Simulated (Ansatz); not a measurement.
Input and output for diborane mono Me (CH₈B₂).

```yaml
crystal:
  periodic: [false, false, false]
  atoms:
    - {symbol: B, position_ang: [-0.367640, 0.447661, 0.017837]}
    - {symbol: C, position_ang: [-0.961932, -0.836460, 0.698598]}
    - {symbol: H, position_ang: [-0.986288, 1.468647, -0.039907]}
    - {symbol: H, position_ang: [0.845453, 0.755550, 0.494821]}
    - {symbol: B, position_ang: [1.247841, 0.471495, -0.706459]}
    - {symbol: H, position_ang: [1.650241, 1.471953, -1.210491]}
    - {symbol: H, position_ang: [1.898031, -0.527389, -0.669859]}
    - {symbol: H, position_ang: [0.085850, 0.198741, -1.217417]}
    - {symbol: H, position_ang: [-1.896188, -1.127464, 0.207552]}
    - {symbol: H, position_ang: [-1.226306, -0.626063, 1.739885]}
    - {symbol: H, position_ang: [-0.289061, -1.696671, 0.685450]}
basis:
  gaussian: {orbitals: aug-cc-pVDZ, fitting: {mean_field: def2-universal-jkfit}}
hamiltonian: {xc: {name: CAM-B3LYP}, dispersion: d3bjatm}
scf: {omitted_lower_state_checks: [starts]}
```

```sh
$ ansatz run in.yaml --threads 4 --pin off --events-out ev --progress --plain --max-ram 3916MiB
```

Shortened log:

```
Functional definition: CAM-B3LYP
  name "CAM-B3LYP"
  cite "Yanai, Tew & Handy, Chem. Phys. Lett. 393, 51 (2004) doi:10.1016/j.cplett.2004.06.011"
  cite "Iikura, Tsuneda, Yanai & Hirao, J. Chem. Phys. 115, 3540 (2001) doi:10.1063/1.1383587"
  cite "Becke, Phys. Rev. A 38, 3098 (1988) doi:10.1103/PhysRevA.38.3098"
  cite "Lee, Yang & Parr, Phys. Rev. B 37, 785 (1988) doi:10.1103/PhysRevB.37.785"
  cite "Vosko, Wilk & Nusair, Can. J. Phys. 58, 1200 (1980) doi:10.1139/p80-159"
  parameter alpha = 0.19
  parameter beta = 0.46
  parameter omega = 0.33/bohr
  parameter ac = 0.81
  # Exact exchange under (alpha + beta erf(omega r))/r, Becke's under what is left of 1/r.
  exchange = (1 - alpha - beta)*b88_x + beta*b88_x_sr(omega) + alpha*exact_x + beta*exact_x_lr(omega)
  correlation = (1 - ac)*vwn5_c + ac*lyp_c
these checks for a lower state are left out or cut short: starts
369 factors; integrals over basis functions are off by at most 2.4e-1 eV
369 factors; integrals over basis functions are off by at most 2.1e-3 eV
mean field evaluation 1: about -2512.5182 eV, gradient 4.6e1 eV
mean field evaluation 2: about -2514.4212 eV, gradient 3.7e1 eV
mean field evaluation 4: about -2517.9541 eV, gradient 1.0e0 eV
mean field evaluation 8: about -2517.9590 eV, gradient 6.7e-3 eV
mean field -2517.95904398 eV, -92.5332881323 hartree, gradient 4.2e-5 eV, S^2 0.000000; 0 other end points of the search recorded, 0 dependent functions left out
reference -2517.95921919 eV, -92.5332945710 hartree; 12, 12 occupied and 129, 129 virtual orbitals, 369 factors
Total energy: -2518.07800889 eV, -92.5376600123 hartree
Checks for a lower state left out: starts
```

Run time 1.2 s (4 threads of Arm Neoverse V1 on a shared host).
